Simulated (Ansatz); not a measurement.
Task: a geometry optimisation of C₄H₄ClF, SMILES FC1=CCC1Cl, with Ansatz's Python interface. Give the script and its output. Settings: PBE0, def2-SVP basis, multiplicity 1.

The script reads `c4h4clf.xyz`:
```text
10

F     2.36740    0.50000   -0.59820
C     1.08250    0.14780   -0.24690
C     0.59450   -0.91330    0.42210
C    -0.73990   -0.45790    0.35950
C    -0.30530    0.69200   -0.53170
Cl   -0.69800    2.39580    0.01220
H     1.14310   -1.75730    0.91510
H    -1.22730   -0.15960    1.31150
H    -1.50270   -1.12970   -0.10540
H    -0.63130    0.63090   -1.53530
```

`opt_c4h4clf.py`
```python
import itertools

import ansatz
from ase.data import atomic_numbers, covalent_radii
import numpy as np

c4h4clf = ansatz.Crystal.molecule_from_extxyz("c4h4clf.xyz")

calc = (
    c4h4clf.calculation()
    .basis(gaussian="def2-SVP")
    .functional("pbe0")
)
symbols = [site.symbol for site in c4h4clf.cartesian_sites]
start = np.array([site.position_ang for site in c4h4clf.cartesian_sites], dtype=float)
def progress(event):
    if event["event"] == "relax_step":
        row = event["data"]
        print(f"step {row['step']:3d}  E = {row['lagrangian_ev']:.6f} eV  max force {row['allowed_force_max_ev_ang']:.4f} eV/A")


data = calc.relax(force_tolerance=0.02).session().plan().execute(on_event=progress).report
end = np.array(data["positions_ang"])

print(f"E = {data['free_energy_ev']:.6f} eV = {data['free_energy_ev'] / 27.211386246:.7f} Ha")
print("converged:", data["converged"], " doubts:", data["published_state_doubts"] or "none")

radius = [covalent_radii[atomic_numbers[s]] for s in symbols]
span = lambda where, i, j: np.linalg.norm(where[i] - where[j])
bonded = [(i, j) for i, j in itertools.combinations(range(len(symbols)), 2) if min(span(start, i, j), span(end, i, j)) < 1.2 * (radius[i] + radius[j])]
print("pair        before    after (A)")
for i, j in bonded:
    print(f"{symbols[i]}{i}-{symbols[j]}{j}".ljust(10), f"{span(start, i, j):8.4f} {span(end, i, j):8.4f}")
for first, second in list(itertools.combinations(bonded, 2)):
    shared = set(first) & set(second)
    if shared and symbols[(j := shared.pop())] != "H":
        i, k = sorted((set(first) | set(second)) - {j})
        u, v = end[i] - end[j], end[k] - end[j]
        angle = np.degrees(np.arccos(np.clip(u @ v / np.linalg.norm(u) / np.linalg.norm(v), -1, 1)))
        print(f"final angle {symbols[i]}{i}-{symbols[j]}{j}-{symbols[k]}{k}: {angle:.2f} deg")
```

```console
$ python opt_c4h4clf.py
step   1  E = -19429.900765 eV  max force 4.5369 eV/A
step   2  E = -19430.257236 eV  max force 1.9371 eV/A
step   3  E = -19430.346727 eV  max force 0.2804 eV/A
step   4  E = -19430.350454 eV  max force 0.0839 eV/A
step   5  E = -19430.351083 eV  max force 0.0421 eV/A
step   6  E = -19430.351207 eV  max force 0.0103 eV/A
E = -19430.351229 eV = -714.0522373 Ha
converged: True  doubts: none
pair        before    after (A)
F0-C1        1.3778   1.3116
C1-C2        1.3460   1.3365
C1-C4        1.5176   1.4902
C2-C3        1.4114   1.5159
C2-H6        1.1209   1.0903
C3-C4        1.5183   1.5571
C3-H7        1.1103   1.1002
C3-H8        1.1177   1.1021
C4-Cl5       1.8311   1.7844
C4-H9        1.0570   1.0997
final angle F0-C1-C2: 134.59 deg
final angle F0-C1-C4: 128.98 deg
final angle C2-C1-C4: 96.39 deg
final angle C1-C2-C3: 91.97 deg
final angle C1-C2-H6: 134.59 deg
final angle C1-C4-C3: 84.79 deg
final angle C1-C4-Cl5: 116.74 deg
final angle C1-C4-H9: 115.83 deg
final angle C3-C2-H6: 133.41 deg
final angle C2-C3-C4: 86.69 deg
final angle C2-C3-H7: 115.46 deg
final angle C2-C3-H8: 116.58 deg
final angle C4-C3-H7: 112.27 deg
final angle C4-C3-H8: 114.64 deg
final angle C3-C4-Cl5: 116.59 deg
final angle C3-C4-H9: 114.90 deg
final angle H7-C3-H8: 109.64 deg
final angle Cl5-C4-H9: 107.12 deg
```

Caveats:
- Total energies depend on the basis set; only differences at equal settings carry meaning.
- The end point is the stationary point reached from this start; no frequency run checks that it is a minimum, and the basis set is modest.
- Wall time of the script: 74 s on 1 thread of AMD EPYC 7R43 64-Core Processor (Zen 3), with other jobs on the host, peak memory 0.32 GiB.

(Lines on the test bed's own set-up are left out of the output.)
